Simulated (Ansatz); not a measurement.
# BN (triplet): from Hartree-Fock to the top rungs, 6-31G

Aim: climb from Hartree-Fock through coupled cluster and multireference methods for BN (triplet) at one geometry and basis, and see what each rung misses.

Program: Ansatz 0.2.0, Gaussian basis. Level of theory: 6-31G, core rule «outside noble gas», up to 2 orbitals frozen. These are calculated values, not measurements.

The runs, in order: UHF; CCSD(T) on ROHF; CCSD(T) on UHF; BCCD(T) on ROHF; CISD; CCSDT(Q) on ROHF; CCSDT(Q) on UHF; CISDTQ; CCSDTQ on ROHF; CCSDTQ on UHF; CASSCF and MRCISD+Q, 8 electrons in 8 orbitals; CASSCF and NEVPT4(SD), 8 electrons in 8 orbitals; CASSCF and NEVPT2, 8 electrons in 8 orbitals; Full CI; Full CI, several states.

18 further runs of the same task are left out: 5 that didn't finish, 13 set aside as unsound or not needed.

**1. What is computed**

The geometry is a PBE0/def2-TZVP stationary point (not a proven minimum).

2 atoms, charge 0, spin multiplicity 3.

Atoms are counted from 1 here; the program's logs count them from 0.

Bond lengths: B1–N2 1.315 Å.

**2. UHF**

File in.yaml:

```yaml
crystal:
  periodic: [false, false, false]
  atoms:
    - {symbol: B, position_ang: [0.000000, 0.000000, 0.000000]}
    - {symbol: N, position_ang: [0.000000, 0.000000, 1.315453]}
basis:
  gaussian: {orbitals: 6-31G}
magnetization: {spin_polarized: true, initial_magnetization: 2}
hamiltonian: {xc: hf}
output: {orbitals: {seedname: orbitals}}
```

Command:

```sh
ansatz run in.yaml --threads 1 --pin off --events-out ev --progress --plain --max-ram 2393MiB
```

The runs that follow: CCSD(T) on ROHF; CCSD(T) on UHF; BCCD(T) on ROHF; CISD; CCSDT(Q) on ROHF; CCSDT(Q) on UHF; CISDTQ; CCSDTQ on ROHF; CCSDTQ on UHF; CASSCF and MRCISD+Q, 8 electrons in 8 orbitals; CASSCF and NEVPT4(SD), 8 electrons in 8 orbitals; CASSCF and NEVPT2, 8 electrons in 8 orbitals; Full CI; Full CI, several states.

**Question.** What will the summary of the whole plan be? Wanted: FCI below the RHF energy; RMP2 from FCI; UMP2 from FCI; RCCSD from FCI; RCCSD(T) from FCI; UCCSD(T) from FCI; RCCSDT(Q) from FCI; UCCSDT(Q) from FCI; NEVPT2 valence from FCI.

The runs gave:

| quantity | value |
| --- | --- |
| FCI below the RHF energy | -4.1026 eV |
| RMP2 from FCI | +603.2 meV |
| UMP2 from FCI | +695.2 meV |
| RCCSD from FCI | +205.0 meV |
| RCCSD(T) from FCI | +50.0 meV |
| UCCSD(T) from FCI | +57.0 meV |
| RCCSDT(Q) from FCI | +0.9 meV |
| UCCSDT(Q) from FCI | -7.0 meV |
| NEVPT2 valence from FCI | +343.8 meV |
| NEVPT4(SD) valence from FCI | +49.4 meV |
| MRCISD+Q valence from FCI | +16.5 meV |
| levels within 1 kcal/mol (43 meV) | RCCSDT, UCCSDT, CISDTQ, RCCSDT(Q), UCCSDT(Q), RCCSDTQ, UCCSDTQ, MRCISD+Q valence |
| T1 diagnostic | 0.040 |
| effectively unpaired electrons | 2.08 |

In words: RCCSD(T) misses by +50.0 meV, 1.2 % of the correlation energy. UCCSDT(Q) falls below full CI: unrestricted runs freeze a spin-polarised core, another one than full CI's, and coupled cluster isn't variational. One determinant dominates. Of the multireference levels listed MRCISD+Q valence comes nearest in total energy (+16.5 meV), which doesn't show that its space is the better one. The next state among those solved, a triplet, lies 1.01 eV up. These misses are within one basis, not against nature; the frozen cores of restricted and unrestricted runs differ, which can shift their rows.
